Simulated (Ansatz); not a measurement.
Graphite was calculated with PBE-D3(BJ) in Ansatz (plane waves, PAW).

The input as run:

Ansatz 0.2 input:
```yaml
crystal:
  lattice:
    - [1.2158329401, -2.1058844258, 0.0]
    - [1.2158329401, 2.1058844258, 0.0]
    - [0.0, 0.0, 6.6497371822]
  atoms:
    - { symbol: C, position: [0.0, 0.0, 0.25] }
    - { symbol: C, position: [0.0, 0.0, 0.75] }
    - { symbol: C, position: [0.3333333333, 0.6666666667, 0.25] }
    - { symbol: C, position: [0.6666666667, 0.3333333333, 0.75] }
basis:
  ecutwfc: 520
  ecutrho_ratio: 4
  xc_grid: 2
kpoints:
  mp_grid: { grid: [24, 24, 8] }
hamiltonian:
  xc: pbe
  dispersion: d3bj
  pseudopotentials: { kind: paw }
scf:
  occupations: { method: fermi_dirac, width: 0.05 }
output:
  forces: true
  stress: true
  eigenvalues: true
relax:
  f_tol: 0.004
  escape_saddle: false
  max_steps: 80
  cell: { stress_tol: 0.02, fix: [volume] }
```

Output (set-up and result lines):

```
Relaxation: its limit of steps is 80 (relax.max_steps)
Crystal: 4 atoms, lattice volume = 34.052 Å³
Basis set: ecut = 520 eV, 919 PW (Γ), exchange–correlation on 40×40×100 points (8 copies of the dense FFT grid, shifted against one another)
Bands: 12, of which v1, the nominal top of the filled ones, is band 8 counted from 1 (7 counted from 0)
Symmetry: 24 space group operations
Space group: P63/mmc (ITA 194), of the structure as read, at distance tolerance 3.2e-5 Å
k-points: 305 of 4608
Functional: x = pbe(κ = 0.804, μ = 0.2195149727645171), c = pbe(β = 0.06672455060314922)
SCF iter   1: F=—  HF=-1004.295083 eV  |F-HF|=—  |Δ(HF+E_count)|=         —  Δρ=2.39e-3  dr2=1.40e-3
SCF iter   2: F=—  HF=-1004.295722 eV  |F-HF|=—  |Δ(HF+E_count)|=   6.39e-4  Δρ=1.38e-3  dr2=5.78e-4
  ...
SCF 1 converged in 6 iterations: F = -1004.295833 eV  dr2 = 1.61e-10
Crystal: 4 atoms, lattice volume = 34.052 Å³
Basis set: ecut = 520 eV, 907 PW (Γ), exchange–correlation on 40×40×100 points (8 copies of the dense FFT grid, shifted against one another)
Initial density: handed on by an earlier stage of this run
SCF 2 converged in 6 iterations: F = -1004.341688 eV  dr2 = 2.45e-11
Crystal: 4 atoms, lattice volume = 34.052 Å³
SCF 3 converged in 6 iterations: F = -1004.344864 eV  dr2 = 2.45e-12
Crystal: 4 atoms, lattice volume = 34.052 Å³
SCF iter   7: F=-1004.344926 eV  HF=-1004.344926 eV  |F-HF|=4.55e-13  |Δ(HF+E_count)|=  2.27e-13  Δρ=3.50e-9  dr2=2.69e-15
SCF iter   8: F=-1004.344926 eV  HF=-1004.344926 eV  |F-HF|=2.27e-13  |Δ(HF+E_count)|=  1.14e-13  Δρ=7.41e-10  dr2=4.39e-17
SCF 4 converged in 8 iterations: F = -1004.344926 eV  dr2 = 4.39e-17
SCF converged after 8 iterations
Free energy (F): -1004.344926 eV
Internal energy: -1004.344378 eV  (E = F + TS)
E sigma→0 (E₀):  -1004.344652 eV
Fermi energy:    7.378999 eV
--- Forces (eV/Å), atoms counted from 1 ---
  atom   1  C      0.00000000    -0.00000000     0.00000000
  atom   2  C     -0.00000000     0.00000000     0.00000000
  atom   3  C     -0.00000000     0.00000000     0.00000000
  atom   4  C      0.00000000    -0.00000000     0.00000000
--- Stress (GPa, compression-positive) ---
        1.638635       0.000000       0.000000
        0.000000       1.638635       0.000000
        0.000000       0.000000       1.618550
  P = ⅓ Tr σ = 1.6319 GPa (16.319 kbar)
```

The cell is one volume of an energy–volume scan, off the minimum.

Computing time: about 40 core-seconds (a rough figure).

Ansatz is an electronic-structure program.
